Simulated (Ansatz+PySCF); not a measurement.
Two shapes of singlet C₃H₆.

Shape 1:

```xyz
9

C     0.8657    0.0000    0.0000
C    -0.4329    0.7497    0.0000
C    -0.4329   -0.7497    0.0000
H     1.4622    0.0000    0.9165
H     1.4622    0.0000   -0.9165
H    -0.7311    1.2663   -0.9165
H    -0.7311    1.2663    0.9165
H    -0.7311   -1.2663    0.9165
H    -0.7311   -1.2663   -0.9165
```

Shape 2:

```xyz
9

C     0.9349    0.0000    0.0000
C    -0.4675    0.8097    0.0000
C    -0.4675   -0.8097    0.0000
H     1.5792    0.0000    0.9898
H     1.5792    0.0000   -0.9898
H    -0.7896    1.3676   -0.9898
H    -0.7896    1.3676    0.9898
H    -0.7896   -1.3676    0.9898
H    -0.7896   -1.3676   -0.9898
```

Basis set: def2-SVP (spherical functions). Left uncorrelated: 3 orbitals. Charge 0, multiplicity 1.

Computed with Ansatz (development build ahead of 0.2.0); each method stands on the lowest determinant of its kind that the runs found.

Which shape is lower in energy, and by how much in each method?

```
     method  E(2) − E(1) (eV)
        RHF             1.496
        UHF             1.496
    RHF-MP2             1.225
    UHF-MP2             1.225
RHF-CCSD(T)             1.099
```

Shape 1 is lower.
